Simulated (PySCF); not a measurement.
From one molecule to another.

First species: methylaminoethane, C3H9N.
SMILES: `CCNC`

Second species: C3H4N2S.
SMILES: `c1(nccs1)N`

Levels: B97-2/pcSseg-2 for dipole moment, HOMO energy, LUMO energy and HOMO–LUMO gap; PBE0-D3(BJ)/def2-TZVP for rotational constant A and rotational constant C. Geometries: PBE0-D3(BJ)/def2-TZVP. Each species is one conformer at its optimised geometry, gas phase, non-relativistic unless stated; the electronic structure was computed with PySCF and density fitting.

Dipoles, sizes and rotational constants follow the conformer. The torsions of the flexible species, by atom-mapped SMILES:
- `[CH3:1][CH2:2][NH:3][CH3:4]`: C1–C2–N3–C4 177°
- `[NH2:1][c:2]1[n:3][cH:4][cH:5][s:6]1`: H–N1–C2–N3 154°, H–N1–C2–N3 17°

Question: Which has the higher rotational constant A?

Answer: The first: 26.428 GHz against 5.434 GHz, a difference of 20.994 GHz.

Question: Which of the two has the higher HOMO energy, and by how much?

Answer: The second: -5.96 eV against -6.14 eV, a difference of 0.18 eV.

Question: Which of the two has the higher dipole moment, and by how much?

Answer: The second: 1.72 D against 0.91 D, a difference of 0.81 D.

Question: Which of the two has the higher rotational constant C, and by how much?

Answer: The first: 3.709 GHz against 2.110 GHz, a difference of 1.599 GHz.

Question: Which of the two has the higher LUMO energy, and by how much?

Answer: The first: 0.72 eV against -0.25 eV, a difference of 0.97 eV.

Question: Which of the two has the higher HOMO–LUMO gap, and by how much?

Answer: The first: 6.86 eV against 5.71 eV, a difference of 1.15 eV.

On the first: In atomic units the dipole is 0.36 e·bohr (1 au = 2.5417 D). One conformer (not necessarily the lowest) at the PBE0-D3(BJ)/def2-TZVP geometry, without solvent, vibrations or thermal averaging.

On the second: The dipole equals about 5.7 × 10⁻³⁰ C·m (1 D = 3.33564 × 10⁻³⁰ C·m). Isolated species at its PBE0-D3(BJ)/def2-TZVP geometry, gas phase.
